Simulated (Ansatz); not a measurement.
**H₂N₂, singlet: CASSCF and its corrections**

Calculated in Ansatz's Gaussian-basis code. Basis cc-pVDZ, nonrelativistic, 2 orbitals frozen in the corrections. State-specific CASSCF; RHF is the lowest restricted (open-shell) Hartree–Fock solution met. Solutions may break the symmetry of the shape. The lowest solution met needn't be the lowest there is, nor hold the orbitals that a chemist would pick.

Geometry:

```xyz
4

N     0.0000    0.0001   -0.6159
N     0.0000   -0.0001    0.6159
H     0.0000    0.9957   -0.9141
H     0.0000   -0.9957    0.9141
```

What do CASSCF and its corrections give against RHF in CAS(2,2), and what are the occupations?

CASSCF -1.085 eV, SC-NEVPT2 -8.962 eV; occupations 1.90, 0.10.
